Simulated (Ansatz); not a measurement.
(H3Si)2S (Si2H6S): single points at one geometry.

```yaml
crystal:
  periodic: [false, false, false]
  atoms:
    - {symbol: Si, position_ang: [0.969888, -1.249465, 0.354106]}
    - {symbol: H, position_ang: [1.525237, -0.427924, 1.472971]}
    - {symbol: H, position_ang: [1.708246, -0.912828, -0.901646]}
    - {symbol: H, position_ang: [1.123617, -2.701088, 0.662860]}
    - {symbol: S, position_ang: [-1.141102, -0.910011, 0.120324]}
    - {symbol: Si, position_ang: [-1.047475, 1.187690, -0.345546]}
    - {symbol: H, position_ang: [-0.258186, 1.424700, -1.592943]}
    - {symbol: H, position_ang: [-0.421769, 1.958109, 0.772666]}
    - {symbol: H, position_ang: [-2.458467, 1.630817, -0.542793]}
basis:
  gaussian: {orbitals: def2-TZVP, initial_orbitals: start.molden}
hamiltonian: {xc: {name: LC-wPBE, parameters: {omega: 0.2/bohr}}}
scf: {omitted_lower_state_checks: [starts]}
output: {orbitals: {seedname: orbitals}}
```

The file start.molden holds the orbitals of an earlier run on this structure, at another level or in another basis.

```sh
$ ansatz run in.yaml --threads 2 --pin off --events-out ev --progress --plain --max-ram 4352MiB
```

Shortened log:

```
Functional definition: LC-wPBE
1029 factors; their error is unknown
184 factors; integrals over basis functions are off by at most 6.6e-6 eV
mean field evaluation 1: about -26680.1776 eV, gradient 1.1e1 eV
mean field evaluation 2: about -26680.2435 eV, gradient 7.3e-2 eV
mean field evaluation 4: about -26680.2284 eV, gradient 3.6e-5 eV
mean field -26680.22839579 eV, -980.4803090371 hartree, gradient 1.0e-5 eV, S^2 0.000000; 0 other end points of the search recorded, 0 dependent functions left out
reference -26680.22839583 eV, -980.4803090383 hartree; 25, 25 occupied and 122, 122 virtual orbitals, 1029 factors
Total energy: -26680.22839583 eV, -980.4803090383 hartree
Checks for a lower state left out: starts
```

It took 1.8 s on 2 threads of Arm Neoverse V2 on a shared host.

First input, but with `gaussian: {orbitals: def2-SVP, initial_orbitals: start.molden}`, `hamiltonian: {xc: pbe0, dispersion: d4}` (abridged; 1.1 s):

```
Functional definition: PBE0
mean field -26670.36501334 eV, -980.1178364177 hartree, gradient 2.6e-5 eV, S^2 0.000000
Total energy: -26670.54854569 eV, -980.1245811071 hartree
Checks for a lower state left out: starts
```

First input, but with `hamiltonian: {xc: r2scan, dispersion: d4}` (abridged; 3.2 s):

```
Functional definition: r2SCAN
mean field -26688.07211447 eV, -980.7685603819 hartree, gradient 2.0e-5 eV, S^2 0.000000
Total energy: -26688.12188803 eV, -980.7703895263 hartree
Checks for a lower state left out: starts
```

First input, but with `gaussian: {orbitals: def2-SVP, initial_orbitals: start.molden}`, `hamiltonian: {xc: pbe, dispersion: d4}` (abridged; 0.8 s):

```
Functional definition: PBE
mean field -26667.59158434 eV, -980.0159147818 hartree, gradient 1.4e-5 eV, S^2 0.000000
Total energy: -26667.80772637 eV, -980.0238578548 hartree
Checks for a lower state left out: starts
```

First input, but with `hamiltonian: {xc: {name: LC-wPBE, parameters: {omega: 0.3/bohr}}}` (abridged; 1.8 s):

```
Functional definition: LC-wPBE
mean field -26681.29156273 eV, -980.5193797012 hartree, gradient 2.4e-5 eV, S^2 0.000000
Total energy: -26681.29156274 eV, -980.5193797018 hartree
Checks for a lower state left out: starts
```

The first input with `gaussian: {orbitals: STO-3G}`, `hamiltonian: {xc: hf}` (abridged; 0.1 s):

```
Functional definition: HF
mean field -26338.04248522 eV, -967.9052087653 hartree, gradient 1.5e-5 eV, S^2 0.000000
Total energy: -26338.04248522 eV, -967.9052087653 hartree
Checks for a lower state left out: starts
```

Geometry: PBE-D4/def2-TZVP.
